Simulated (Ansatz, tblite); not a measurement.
# Si(vinyl)H3 (C₂H₆Si): rung by rung

An exercise on one series of results from a longer session: the logs are not shown, and one member is left open.

Program: Ansatz 0.2.0, Gaussian basis. Level of theory: as each input shows. These are calculated values, not measurements.

The runs, in order: GFN1-xTB, GFN2-xTB, PBE-D4/def2-TZVP, r2SCAN-D4/def2-TZVP, ωB97M-V/def2-TZVP, LC-ωPBE/def2-TZVP, PBE-QIDH/def2-TZVP, PBE-D4/def2-SVP, PBE0-D4/def2-SVP, HF/STO-3G, CCSD(T)/def2-TZVPP, MP2/def2-TZVP.

2 further runs of the same task are left out: 2 set aside as unsound or not needed.

### The relaxed structure

The geometry is that of the singlet, from an earlier relaxation (PBE0-D4/def2-TZVP).

9 atoms, charge 0, spin multiplicity 1.

Bond lengths: C1–C2 1.330 Å, C1–Si3 1.859 Å, C1–H4 1.089 Å, C2–H5 1.087 Å, C2–H6 1.087 Å, Si3–H7 1.487 Å, Si3–H8 1.488 Å, Si3–H9 1.488 Å. Angles: C2–C1–Si3 123.1°, C2–C1–H4 118.1°, Si3–C1–H4 118.8°, C1–C2–H5 121.7°, C1–C2–H6 122.2°, H5–C2–H6 116.1°, C1–Si3–H7 109.0°, C1–Si3–H8 110.9°, C1–Si3–H9 110.9°, H7–Si3–H8 109.3°, H7–Si3–H9 109.3°, H8–Si3–H9 107.5°.

PBE0-D4/def2-TZVP was run before; its log isn't repeated, and its numbers join the tables.

The first run:

Tight binding, by tblite at 300 K electronic temperature and without a spin-polarisation term:

```python
tblite.interface.Calculator('GFN1-xTB', numbers, positions, charge=0, uhf=0).singlepoint()
```

Tight binding, by tblite at 300 K electronic temperature and without a spin-polarisation term:

```python
tblite.interface.Calculator('GFN2-xTB', numbers, positions, charge=0, uhf=0).singlepoint()
```

start.molden holds the orbitals of an earlier run on this state, given as this run's starting guess.

in.yaml reads:

```yaml
crystal:
  periodic: [false, false, false]
  atoms:
    - {symbol: C, position_ang: [-0.382322, 0.126988, 0.609024]}
    - {symbol: C, position_ang: [0.532991, -0.461744, 1.373691]}
    - {symbol: Si, position_ang: [-0.219837, 0.276341, -1.237098]}
    - {symbol: H, position_ang: [-1.266731, 0.539263, 1.093002]}
    - {symbol: H, position_ang: [1.437341, -0.892892, 0.953240]}
    - {symbol: H, position_ang: [0.422704, -0.540679, 2.451781]}
    - {symbol: H, position_ang: [1.056721, -0.356065, -1.663005]}
    - {symbol: H, position_ang: [-0.225186, 1.704591, -1.655658]}
    - {symbol: H, position_ang: [-1.355681, -0.395791, -1.924988]}
basis:
  gaussian: {orbitals: def2-TZVP, initial_orbitals: start.molden}
hamiltonian: {xc: pbe, dispersion: d4}
scf: {omitted_lower_state_checks: [starts]}
output: {forces: true, orbitals: {seedname: orbitals}}
```

The run is started by

```
$ ansatz run in.yaml --threads 2 --pin off --events-out ev --progress --plain --max-ram 4352MiB
```

Among the steps run: PBE-D4/def2-TZVP; r2SCAN-D4/def2-TZVP; ωB97M-V/def2-TZVP; LC-ωPBE/def2-TZVP; PBE-QIDH/def2-TZVP; PBE-D4/def2-SVP; PBE0-D4/def2-SVP; HF/STO-3G; CCSD(T)/def2-TZVPP; MP2/def2-TZVP.

One of the session's tables, all rows but one given; the rest of the session is left out.

It belongs to the step «Binding energy». 

```
             method  binding an atom (eV)
          HF/STO-3G                 3.608
       HF/def2-TZVP                     ?
      HF/def2-TZVPP                 2.844
    PBE-D4/def2-SVP                 3.757
   PBE-D4/def2-TZVP                 3.748
r2SCAN-D4/def2-TZVP                 3.720
   PBE0-D4/def2-SVP                 3.725
  PBE0-D4/def2-TZVP                 3.714
  LC-ωPBE/def2-TZVP                 3.689
  ωB97M-V/def2-TZVP                 3.726
      MP2/def2-TZVP                 3.598
    CCSD/def2-TZVPP                 3.603
 CCSD(T)/def2-TZVPP                 3.645
```

Q: Estimate the row for HF/def2-TZVP from the others.

The run gave: binding an atom (eV): 2.839. In the column «binding an atom (eV)» it is the lowest.

To keep in mind: Free atoms were run apart at each level; binding is atoms less cluster, divided by the number of atoms, without zero-point or spin-orbit terms.
